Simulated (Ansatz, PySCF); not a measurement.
System: methanol, CH₄O, net charge 0, singlet state. 
Coordinates optimised at B3LYP-D3(BJ)/def2-TZVP (Ansatz, a quantum-chemistry and plane-wave program):
```xyz
6

C     -0.0525     0.6636    -0.0008
O     -0.0399    -0.7570     0.0018
H     -1.0978     0.9691     0.0075
H      0.8740    -1.0577    -0.0054
H      0.4365     1.0833     0.8854
H      0.4213     1.0799    -0.8968
```

Wanted: atomisation energy (electronic, to ground-state atoms), in kcal/mol. Correlated levels leave the core frozen unless marked. Open shells are spin-unrestricted. No spin-orbit coupling. Non-relativistic. The coupled-cluster limit lacks core correlation, which all-electron functionals hold. CBS(X,Y): correlation extrapolated as X^-3; Hartree-Fock from the larger set.

```json
[
 {"level": "HF/def2-SVP", "program": "Ansatz", "atomisation energy (kcal/mol)": "371.1"},
 {"level": "HF-D4/def2-TZVPD", "program": "PySCF + dftd4", "atomisation energy (kcal/mol)": "372.0"},
 {"level": "r2SCANh-D4/def2-TZVPD", "program": "Ansatz + dftd4", "atomisation energy (kcal/mol)": "507.0"},
 {"level": "PW6B95-D3(BJ)/def2-TZVPD", "program": "PySCF + dftd3", "atomisation energy (kcal/mol)": "510.8"},
 {"level": "CAM-B3LYP-D3(BJ)/def2-TZVPD", "program": "Ansatz + dftd3", "atomisation energy (kcal/mol)": "513.9"},
 {"level": "MP2/cc-pVDZ", "program": "Ansatz", "atomisation energy (kcal/mol)": "475.6"},
 {"level": "MP2/aug-cc-pVTZ", "program": "Ansatz", "atomisation energy (kcal/mol)": "508.8"}
]
```

Question: Estimate the value at CCSD(T)/CBS(cc-pVTZ,cc-pVQZ) as computed with Ansatz.

Answer: 512.5 kcal/mol, so MP2/aug-cc-pVTZ differs from it by -3.7 kcal/mol.
